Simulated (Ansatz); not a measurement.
**BSiH2 (doublet): from Hartree-Fock to the top rungs at distance Si1–B2 = 5.167 Å, cc-pVTZ**

An exercise on one series of results from a longer session: the logs are not shown, and one member is left open.

Method: cc-pVTZ, core rule «outside noble gas», up to 6 orbitals frozen; program: Ansatz 0.2.0, Gaussian basis.

The runs, in order: UHF; CCSD(T) on ROHF; CCSD(T) on UHF; BCCD(T) on ROHF; CCSDT(Q) on ROHF; CCSDT(Q) on UHF; CASSCF and NEVPT2, 3 electrons in 3 orbitals; CASSCF and NEVPT2, 9 electrons in 10 orbitals.

## The system

The geometry derives from a PBE0/def2-TZVP stationary point (not a proven minimum). One bond is set to the value named and the two fragments are kept rigid.

4 atoms, charge 0, spin multiplicity 2.

Atoms are counted from 1 here; the program's logs count them from 0.

Bond lengths: Si1–H3 1.501 Å, Si1–H4 1.501 Å. Angles: H3–Si1–H4 107.0°.

Set-up of the first run:

Contents of in.yaml:

```yaml
crystal:
  periodic: [false, false, false]
  atoms:
    - {symbol: Si, position_ang: [-0.160386, 0.000001, 1.339999]}
    - {symbol: B, position_ang: [0.298368, -0.000003, -3.806595]}
    - {symbol: H, position_ang: [0.634389, -1.206837, 1.745417]}
    - {symbol: H, position_ang: [0.634390, 1.206840, 1.745415]}
basis:
  gaussian: {orbitals: cc-pVTZ}
magnetization: {spin_polarized: true, initial_magnetization: 1}
hamiltonian: {xc: hf}
output: {orbitals: {seedname: orbitals}}
```

Command:

```bash
> ansatz run in.yaml --threads 1 --pin off --events-out ev --progress --plain --max-ram 2560MiB --backend cpu
```

Among the steps run: UHF; CCSD(T) on ROHF; CCSD(T) on UHF; BCCD(T) on ROHF; CCSDT(Q) on ROHF; CCSDT(Q) on UHF; CASSCF and NEVPT2, 3 electrons in 3 orbitals; CASSCF and NEVPT2, 9 electrons in 10 orbitals.

One table of the session follows, with a row left open; its other results are not shown here.

It belongs to the step «Misses and costs». 

| method | from UCCSDT(Q) (kJ/mol) |
| --- | --- |
| ROHF | +555.0 |
| UHF | +522.7 |
| RMP2 | ? |
| UMP2 | +156.7 |
| RCCSD | +17.0 |
| UCCSD | +18.5 |
| RCCSD(T) | +3.5 |
| UCCSD(T) | +4.9 |
| BCCD(T) | +3.6 |
| RCCSDT | +0.3 |
| UCCSDT | +0.5 |
| RCCSDT(Q) | 0.0 |
| UCCSDT(Q) | 0 |
| CASSCF pair | +495.4 |
| NEVPT2 pair | +133.2 |
| CASSCF valence | +329.7 |
| NEVPT2 valence | +99.3 |

**Question.** Estimate the row for RMP2.

**Answer.** from UCCSDT(Q) (kJ/mol): +143.0. In the column «from UCCSDT(Q) (kJ/mol)» it lies between NEVPT2 pair (+133.2) and UMP2 (+156.7).

Caveats from the session: The determinant of HF (⟨S²⟩ 1.33) is far from a pure spin state, so its energy mixes those of several spin states; that is harmless only where they are near-degenerate. The determinant of CCSD(T) (⟨S²⟩ 1.33) is far from a pure spin state, so its energy mixes those of several spin states; high orders of coupled cluster remove much of that, low ones don't. The determinant of CCSDT(Q) (⟨S²⟩ 1.33) is far from a pure spin state, so its energy mixes those of several spin states; high orders of coupled cluster remove much of that, low ones don't. Restricted and unrestricted rows rest on different reference determinants; a gap between their highest levels can come from leftover correlation error, from unlike frozen cores or from another state.
